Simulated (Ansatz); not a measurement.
Gas-phase electronic energies from Ansatz, PBE0-D4/def2-TZVP geometries. CCSD(T)/CBS adds triple-zeta CCSD(T) − MP2 to the extrapolated MP2 energy (def2 sets, frozen cores). This one scheme is used for every species. DFT in def2-TZVPP. B3LYP here is the variant with VWN-RPA as its local correlation; programs differ in this. One conformer a species, not always the lowest.

Reaction (substitution at a C–S bond): `OC(=S)S` + CH₃SH → `CSC(O)=S` + H₂S

(1) Is it downhill or uphill in electronic energy at CCSD(T)/CBS, and by how much? (Estimate.)

(2) What do these levels give: PBE-D4, r2SCAN-D4, ωB97M-V, PBE, PBE0, B3LYP, HF/def2-TZVPP, SCS-MP2/def2-TZVPP, CCSD/def2-TZVPP, SCS-MP2/def2-QZVPP, MP2/CBS(def2), CCSD/CBS(def2)? (Estimate.)

Largest T1 diagnostic among the species: 0.017.

Results:

(1) Ansatz gave: Downhill: ΔE = -6.9 kJ/mol.

(2) Computed: PBE-D4 -7.7, r2SCAN-D4 -8.2, ωB97M-V -3.8, PBE -4.3, PBE0 -2.6, B3LYP 0.4, HF/def2-TZVPP 7.2, SCS-MP2/def2-TZVPP -4.5, CCSD/def2-TZVPP -2.9, SCS-MP2/def2-QZVPP -5.2, MP2/CBS(def2) -9.6, CCSD/CBS(def2) -4.0 kJ/mol.

In def2-TZVPP, CCSD(T) changes the Hartree–Fock value by −13.0 kJ/mol (the triples alone add −3.0 kJ/mol) and MP2 by −15.7 kJ/mol. The D4 term adds −5.3 kJ/mol with B3LYP and −3.0 kJ/mol with PBE0; it sums over pairs of atoms, weighted by their polarisabilities, and B3LYP, whose exchange is more repulsive, gets the larger term.
